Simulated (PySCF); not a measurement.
## Reproducing measurements on cyclohexane

**Experimental background.**

NIST CCCBDB Release 22 (SRD 101), experimental polarizabilities lists, for the gas: mean polarisability 11 Å³.

The runs below try to reproduce these values; the comparison stands at the end.

Species: cyclohexane, C6H12.
Atom-mapped SMILES: `[CH2:1]1[CH2:2][CH2:3][CH2:4][CH2:5][CH2:6]1` (hydrogens: H7, H8 on C1; H9, H10 on C2; H11, H12 on C3; H13, H14 on C4; H15, H16 on C5; H17, H18 on C6)

Cartesian coordinates in Å at the GFN2-xTB level; atoms count from 1:
```xyz
18
C6H12 angstrom
C      1.324   -0.611   -0.159
C      1.168    0.835    0.302
C     -0.114    1.439   -0.263
C     -1.325    0.612    0.158
C     -1.169   -0.834   -0.303
C      0.113   -1.439    0.262
H      1.416   -0.635   -1.247
H      2.234   -1.041    0.264
H      2.030    1.424   -0.020
H      1.131    0.864    1.394
H     -0.227    2.468    0.085
H     -0.052    1.461   -1.354
H     -2.236    1.041   -0.266
H     -1.419    0.637    1.246
H     -2.031   -1.423    0.018
H     -1.131   -0.864   -1.394
H      0.226   -2.467   -0.087
H      0.053   -1.462    1.353
```

The PySCF runs (gas phase, on this GFN2-xTB geometry; no spin–orbit coupling):

```
         level                                                                job  basis functions  wall time
PBE0/def2-SVPD  8 singlets by full TDDFT, 3 Tamm–Dancoff triplets, polarisability              216       38 s
```

Hardware: Arm Neoverse V2, one thread, no GPU, on a shared host.

**Comparison with experiment**

**Mean polarisability.** Measured: 11 Å³ (NIST CCCBDB Release 22 (SRD 101), experimental polarizabilities).

```tsv
level	computed (Å³)	computed − measured (Å³)	% (from the printed values)
PBE0/def2-SVPD	10.23	-0.77	-7
```

The computed values are static and purely electronic, with core orbitals frozen in the response (1 au = 0.148185 Å³). The table of measured values doesn't say here whether a value is static or optical, or holds a vibrational part.

No measured geometry was used, and the causes of the misses weren't examined.
